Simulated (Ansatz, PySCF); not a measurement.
# How well does each level of theory give the bulk modulus B0 of grey tin (α-Sn)?

Reference value: 42.8 GPa (measured, 0 K value with the zero-point phonon effect removed; as tabulated in Mejia-Rodriguez and Trickey (2018), arXiv:1807.09216).

What do LDA, PBE, PBE+SOC, PBEsol+SOC, r²SCAN, r²SCAN+SOC, B3LYP (VWN-RPA form), HSE06, PBE0, r²SCAN0, Hartree–Fock, MP2 give, and how far is each from the reference?


```csv
level (code),value (GPa),cell (Å³/atom),error (%)
LDA (Ansatz),44.3,33.89,+3.5
PBE (Ansatz),35.1,36.85,-18.0
PBE+SOC (Ansatz),35.5,36.85,-17.1
PBEsol+SOC (Ansatz),41.5,34.96,-3.0
r²SCAN (Ansatz),42.9,35.38,+0.2
r²SCAN+SOC (Ansatz),42.4,35.36,-0.9
B3LYP (VWN-RPA form) (Ansatz),36.4,37.15,-15.0
HSE06 (Ansatz),43.7,35.22,+2.1
PBE0 (Ansatz),43.8,35.04,+2.3
r²SCAN0 (Ansatz),48.4,34.38,+13.1
Hartree–Fock (Ansatz),51.4,36.02,+20
MP2 (PySCF),47.3 ± 1,33.45,+10.5
```

Once the reference is moved by up to 5.0 % (a margin picked here for doubts on the reference and the settings) and values within 1.7 % count as equal, the nearest can be r²SCAN (+0.2 %), r²SCAN+SOC (-0.9 %), HSE06 (+2.1 %), PBE0 (+2.3 %), PBEsol+SOC (-3.0 %) or LDA (+3.5 %). By the same margin the farthest can be Hartree–Fock (+20 %), PBE (-18.0 %) or PBE+SOC (-17.1 %).

A ± on a computed value is a rough bar: the spread of its extrapolation, a floor set from checks against published values, or a statistical error. Each level is taken at its own relaxed cell. Cutoffs and k meshes differ between the levels. Ansatz's density-functional and Hartree–Fock values are scalar-relativistic unless marked +SOC, with PAW data made under PBE.

Differences are worked out from the printed values.

Ansatz is a first-principles code.
